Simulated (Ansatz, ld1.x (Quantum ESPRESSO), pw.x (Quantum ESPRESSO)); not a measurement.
# pw.x on fcc Ni: one setting changed

Potential: PAW, ld1.x (Quantum ESPRESSO) 7.5, PBEsol; core [Ar], reference 3d8 4s2 4p0; waves: 4s (bound): rcut 1.65, rcutus 2.30 bohr; 4s channel at 1.25 Ry: rcut 1.65, rcutus 2.30 bohr; 4p (bound, empty): rcut 3.00, rcutus 3.85 bohr; 4p channel at 0.35 Ry: rcut 3.00, rcutus 3.85 bohr; 3d (bound): rcut 1.40, rcutus 1.60 bohr; 3d channel at 2.8 Ry: rcut 1.40, rcutus 1.60 bohr; local part: all-electron potential smoothed inside 1.60 bohr (lloc = -1); core correction: Bessel-smoothed model core inside 1.60 bohr; augmentation: PSQ, inside the norm-conserving radii.

The reference run (k-mesh 16³, cutoffs 85/680 Ry, Fermi–Dirac 0.01 Ry, mixing_beta 0.4, conv_thr 1e-9, no spin) gives 2.66 GPa at 10.407 Å³/atom, where all-electron LAPW gives -0.77 GPa. This run, with its own iteration cap, changes k-mesh points per axis to 3.

```
&control
  calculation='scf', prefix='x', pseudo_dir='./', outdir='./tmp', tstress=.true., disk_io='none'
/
&system
  ibrav=0, nat=1, ntyp=1, ecutwfc=85, ecutrho=680, nbnd=12,
  occupations='smearing', smearing='fd', degauss=0.01
/
&electrons
  conv_thr=1e-09, mixing_beta=0.4, electron_maxstep=50
/
ATOMIC_SPECIES
Ni 1.0 Ni.UPF
CELL_PARAMETERS angstrom
  0.00000000 1.73286682 1.73286682
  1.73286682 0.00000000 1.73286682
  1.73286682 1.73286682 0.00000000
ATOMIC_POSITIONS crystal
Ni 0.0000 0.0000 0.0000
K_POINTS automatic
3 3 3 0 0 0
```

```bash
pw.x < Ni.scf.in > Ni.scf.out
```

Task: How does the run end?

Result: It converges in 7 iterations; the free energy moves by +259.9 meV/atom and the pressure by +9.96 GPa.

```
Message from routine setup:
     using ibrav=0 with symmetry is DISCOURAGED, use correct ibrav instead
     lattice parameter (alat)  =       4.6310  a.u.
     unit-cell volume          =      70.2299 (a.u.)^3
     number of electrons       =        10.00
     number of Kohn-Sham states=           12
     kinetic-energy cutoff     =      85.0000  Ry
     charge density cutoff     =     680.0000  Ry
     scf convergence threshold =      1.0E-09
     Exchange-correlation= SLA  PW   PSX  PSC
     number of k points=     4  Fermi-Dirac smearing, width (Ry)=  0.0100
     iteration #  1     ecut=    85.00 Ry     beta= 0.40
     total energy              =    -183.12168291 Ry
     estimated scf accuracy    <       0.00953218 Ry
     iteration #  2     ecut=    85.00 Ry     beta= 0.40
     total energy              =    -183.12234424 Ry
     estimated scf accuracy    <       0.00052220 Ry
     iteration #  3     ecut=    85.00 Ry     beta= 0.40
     total energy              =    -183.12235695 Ry
     estimated scf accuracy    <       0.00060558 Ry
     iteration #  4     ecut=    85.00 Ry     beta= 0.40
     total energy              =    -183.12237952 Ry
     estimated scf accuracy    <       0.00000102 Ry
     iteration #  5     ecut=    85.00 Ry     beta= 0.40
     total energy              =    -183.12237993 Ry
     estimated scf accuracy    <       0.00000003 Ry
     iteration #  6     ecut=    85.00 Ry     beta= 0.40
     total energy              =    -183.12237994 Ry
     estimated scf accuracy    <          3.1E-09 Ry
     iteration #  7     ecut=    85.00 Ry     beta= 0.40
     the Fermi energy is    13.5440 ev
!    total energy              =    -183.12237994 Ry
     estimated scf accuracy    <          3.3E-10 Ry
     smearing contrib. (-TS)   =      -0.02085326 Ry
     convergence has been achieved in   7 iterations
          total   stress  (Ry/bohr**3)                   (kbar)     P=      126.28
     Message from routine punch:
     Nothing written, as per user request (disk_io='none')
```

The run took about 7.9 s on one core of a shared server CPU.
